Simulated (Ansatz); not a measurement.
Reaction (SMILES): C=[C]F → 2 C atom + F atom + 2 H atom
B3LYP-D3(BJ)/def2-TZVP geometries, fixed; electronic energies without zero-point terms.

How fast the atomisation energy converges with the basis for several methods (Ansatz, a first-principles code): deviation from each method's own reference, in kcal/mol. References: CCSD(T) 451.88 kcal/mol, Hartree-Fock in cc-pVQZ plus the correlation part extrapolated as X^-3 from cc-pVTZ and cc-pVQZ; HF 327.41 kcal/mol, the value in aug-pcseg-3; MP2 459.05 kcal/mol, Hartree-Fock in aug-cc-pVQZ plus the correlation part extrapolated as X^-3 from aug-cc-pVTZ and aug-cc-pVQZ; PBE 476.40 kcal/mol, the value in aug-pcseg-3; PBE0 461.23 kcal/mol, the value in aug-pcseg-3; wB97M-V 455.30 kcal/mol, the value in aug-pcseg-3. Cartesian d functions, on some or all atoms, in 6-31+G*; all else is spherical. In correlated methods cores are frozen. An unrestricted Hartree-Fock determinant is markedly spin-contaminated. Open shells are unrestricted. No added dispersion term, no relativity. Functionals ending in -V hold VV10 correlation. 

```
basis        functions  CCSD(T)      HF     MP2     PBE    PBE0  wB97M-V
-----------  ---------  -------  ------  ------  ------  ------  -------
pcseg-0             31   -69.19  -32.91  -78.02  -18.72  -23.63   -22.53
def2-SV(P)          46   -31.65   -0.05  -33.91    2.98    1.60     5.01
def2-SVP            52   -18.48    3.94  -21.59    6.27    5.00     8.33
6-31+G*             61   -37.23   -7.32  -39.26   -6.28   -6.53    -4.81
aug-pcseg-1         87   -25.00   -2.84  -25.17   -4.98   -4.16    -5.39
pcseg-2            118    -9.06   -0.50   -9.79   -0.09   -0.25    -0.16
def2-TZVPD         132   -13.96   -2.04  -14.55   -0.68   -1.04    -0.90
cc-pVQZ            225    -4.62   -1.18   -5.17    0.74    0.06     0.10
```

Mean absolute deviation over pcseg-2, def2-TZVPD: PBE 0.38, wB97M-V 0.53, PBE0 0.64, HF 1.27, CCSD(T) 11.51, MP2 12.17 kcal/mol.
